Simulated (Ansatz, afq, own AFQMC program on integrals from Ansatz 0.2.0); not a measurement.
## B2H2, singlet in cc-pVDZ, levels against CCSDT(Q)

```xyz
4

B     0.0000    0.0000    0.9292
B     0.0000    0.0000   -1.2188
H     0.0000    1.0240    1.5528
H     0.0000   -1.0240    1.5528
```

Connectivity, by distances: BH2 ··· B.

Basis cc-pVDZ. Only valence electrons are correlated. Ansatz 0.2.0 and our own AFQMC program on the same integrals; the CISD trial comes from CCSD amplitudes, and released means the phaseless constraint is let go. Uncertainties: one standard error, sampling alone.

Determinant: RHF, the one that the program's search chose, which needn't be the lowest solution. The geometry is a point of a scan.

No full CI on the walks' own integrals is used here; CCSDT(Q) serves as the reference and is uncertain by about the last step of the cluster series.

Cautions: higher spins were not checked; restricted determinant unstable towards unrestricted (UHF 304 meV lower, ⟨S²⟩ 0.69); the released energies are still falling, so no released level is given (meV from the phaseless value at times in 1/Eh: 8 ± 17 at 0.24, 3 ± 16 at 0.51, 0 ± 14 at 0.99, -23 ± 18 at 1.62, -36 ± 19 at 2.40), though the last usable value meets CCSDT(Q) within the noise.

* T1 diagnostic: 0.0138
* weight of the determinant in the CISD state: 0.866
* size of the correlated space: 8 electrons in 36 orbitals

| level | correlation energy (eV) |
| --- | --- |
| MP2 | -3.6376 |
| CCSD | -4.8510 |
| CCSD(T) | -4.9682 |

**Question.** Estimate where phaseless AFQMC with a CISD trial lies against CCSD(T) on the same integrals.

**Answer.** 0.53 ± 0.30 kcal/mol below CCSD(T). The gap is under twice the noise, so this walk alone can't tell the two apart.

Reference: CCSDT(Q), correlation energy -5.003 eV.

```csv
level,E − E(reference) (kcal/mol),share of correlation (%)
CCSD(T),0.81,99.30
CCSDT,0.15,99.87
ph-AFQMC/CISD,0.28 ± 0.30,99.76
```

A walk keeps the symmetry of its determinant, which the program's search chose and which needn't be the lowest solution, so a lower state of the same spin and another symmetry isn't excluded.
